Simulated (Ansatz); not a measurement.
# AlSiH₂ (doublet): wave-function methods side by side, def2-TZVPP

The task here is to estimate one member of a computed series from the others.

Method: def2-TZVPP, core rule «outside noble gas», up to 10 orbitals frozen; program: Ansatz 0.2.0, Gaussian basis.

To be run: UHF; ROHF; CCSD(T) on UHF.

2 further runs of the same task are left out: 2 set aside as unsound or not needed.

## The geometry

The geometry is a PBE0/def2-TZVP stationary point (not a proven minimum).

4 atoms, charge 0, spin multiplicity 2.

Atoms are counted from 1 here; the program's logs count them from 0.

Bond lengths: Si1–Al2 2.509 Å, Si1–H3 1.501 Å, Si1–H4 1.501 Å. Angles: Al2–Si1–H3 121.8°, Al2–Si1–H4 121.8°, H3–Si1–H4 104.9°.

Set-up of the first run:

Contents of in.yaml:

```yaml
crystal:
  periodic: [false, false, false]
  atoms:
    - {symbol: Si, position_ang: [-0.056321, 0.000000, 1.156776]}
    - {symbol: Al, position_ang: [0.030473, 0.000000, -1.350744]}
    - {symbol: H, position_ang: [0.376805, -1.189387, 1.962674]}
    - {symbol: H, position_ang: [0.376805, 1.189387, 1.962674]}
basis:
  gaussian: {orbitals: def2-TZVPP}
magnetization: {spin_polarized: true, initial_magnetization: 1}
hamiltonian: {xc: hf}
output: {orbitals: {seedname: orbitals}}
```

Run with:

```
$ ansatz run in.yaml --threads 1 --pin off --events-out ev --progress --plain --max-ram 2816MiB --backend cpu
```

Among the steps run: UHF; ROHF; CCSD(T) on UHF.

One of the session's tables, all rows but one given; the rest of the session is left out.

It belongs to the step «Misses and costs». 

| method | from UCCSD(T) (kJ/mol) |
| --- | --- |
| ROHF | +551.8 |
| UHF | ? |
| UMP2 | +130.2 |
| UCCSD | +20.1 |
| UCCSD(T) | 0 |

Estimate the missing values for UHF.

As computed: from UCCSD(T) (kJ/mol): +531.1. In the column «from UCCSD(T) (kJ/mol)» it lies between UMP2 (+130.2) and ROHF (+551.8).

With the free atoms at the same levels and basis (separate runs), the atomisation energy is 8.510 eV at UCCSD(T), 6.517 eV at ROHF.
